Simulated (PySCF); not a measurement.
Atom-mapped SMILES (the numbers label the heavy atoms): `[CH3:1][PH:2]([CH3:3])=[S:4]`. Hydrogens are named by the atom that carries them.

Geometry: PBE0-D3(BJ)/def2-SVP; GIAO shifts from PySCF 2.14, gas phase, non-relativistic, averaged over equivalent atoms.

At PBE0/def2-SVP (99 basis functions, 5.8 s wall time on 1 thread of an Arm Neoverse V2, shared host):
```csv
atoms,δ (ppm)
C1/C3,21.3
P2,-15.0
S4,-210.3
H(P2),7.04
H(C1)/H(C3),1.27
```

δ = σ(ref) − σ, references computed at the same level: 13C (σ = 193.72 ppm) and 1H (σ = 31.34 ppm) against TMS; 31P (σ = 385.86 ppm) against H3PO4; CS2 for 33S (σ = 567.50 ppm).

Problem. What do these become at B97-2/pcSseg-2?

Solution. 
```csv
atoms,δ at B97-2/pcSseg-2,change
C1/C3,22.8,+1.5
P2,-12.8,+2.2
S4,-224.8,-14.5
H(P2),7.18,+0.14
H(C1)/H(C3),1.43,+0.16
```

Shifts are taken against calculated references (same method and geometry level): 13C (σref 183.46), 1H (σref 31.36) against TMS; 31P (σref 303.21) vs H3PO4; 33S (σref 507.25) vs CS2.

The largest change is at S4 (sulfur bonded to P). Cost: 256 basis functions, 22 s wall time on 1 thread of an Arm Neoverse V2, shared host.

Experimental scales use liquid or dissolved standards, which lie at an offset from isolated H3PO4.
